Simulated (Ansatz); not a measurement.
Energy needed to pull apart C2H6O, closed shell, into free ground-state atoms, from the structure below (displaced at random from its PBE0-D4/def2-TZVP minimum); no zero-point or spin–orbit terms; open-shell atoms are treated unrestricted, in their ground-state multiplicity.

```xyz
9
angstrom
C -0.5116 0.8655 -0.6755
O 0.4420 -0.0802 -0.6593
C 0.7266 -0.9952 0.6703
H -1.1805 0.4274 -0.6242
H -0.3264 1.4838 -1.5336
H -0.4711 1.6157 0.3612
H -0.4918 -1.5266 0.6492
H 1.1965 -1.6414 0.3554
H 0.6172 -0.3017 1.4387
```

Computed with Ansatz 0.2.0 (basis: def2-TZVPP); correlated methods freeze the cores.

```
   method  atomization energy (eV)
   PBE-D4                        ?
r2SCAN-D4                    28.15
  PBE0-D4                    28.02
  wB97M-V                    28.14
       HF                    18.53
      MP2                    27.51
     CCSD                        ?
  CCSD(T)                    27.26
```

Task: What does CCSD give? (To be estimated.)

Result: Computed: 26.79 eV, which is about 0.47 eV less than CCSD(T)/def2-TZVPP.

Task: What does PBE-D4 give? (To be estimated.)

Result: The calculation gives: 28.77 eV, which is about 1.52 eV more than CCSD(T)/def2-TZVPP.

In triple zeta the MP2 and coupled-cluster atomization energies are still short of their basis limit by a few kcal/mol a bond, whereas those of the functionals are nearly converged, so these differences are not deviations from converged CCSD(T).

T1 diagnostic: at most 0.014.

For scale, one of the runs: CCSD(T)/def2-TZVPP forces, 177 basis functions (an equivalent command: `ansatz run in.yaml --threads 2`). The run took 3.9 min on 2 CPU threads (shared host), with 3.2 GiB of host memory at its peak.
